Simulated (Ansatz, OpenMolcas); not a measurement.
**A ladder of methods for [SiH3]− (SMILES [SiH3-])**

[SiH3]−: 4 atoms, total charge -1, spin state singlet. SMILES: `[SiH3-]`. The shape is that of a PBE0-D4/def2-TZVPD optimisation.

Each level gives the vertical energy of the triplet above the singlet (eV). The values are calculated.

| level | kind | program | value (eV) | less FCI/6-31G | CPU time (all runs) |
| --- | --- | --- | --- | --- | --- |
| HF/6-31G | Hartree–Fock | Ansatz | 4.18 | -0.29 | 0.45 s |
| SVWN5/6-31G | LDA | Ansatz | 4.51 | +0.04 | 2.3 s |
| BLYP/6-31G | GGA | Ansatz | 4.48 | +0.01 | 4.5 s |
| r2SCAN0/6-31G | hybrid meta-GGA | Ansatz | 4.34 | -0.13 | 14 s |
| HSE06/6-31G | range-separated hybrid | Ansatz | 4.39 | -0.08 | 7.9 s |
| RPA@PBE/6-31G | RPA | Ansatz | 4.49 | +0.02 | 5.2 s |
| CCSDTQ/6-31G | coupled cluster or CI | Ansatz | 4.47 | 0.00 | 21 s |
| FCI/STO-3G, open shells restricted | exact in the basis | OpenMolcas | 8.59 | +4.12 | 3.8 s |
| FCI/6-31G | exact in the basis | Ansatz | 4.47 | 0.00 | 9.2 s |

FCI/6-31G is exact within its basis and frozen core, so for wave-function methods in that basis the difference is their error; functionals converge differently with the basis, so for them it is only a difference. Sets without diffuse functions describe the anion poorly. The values span 4.18 to 8.59 eV. All rows use very small basis sets, so even the best lies far from the true value. Times are those of the runs behind each value, whatever else they computed, on shared processors of several kinds: orders of magnitude only.
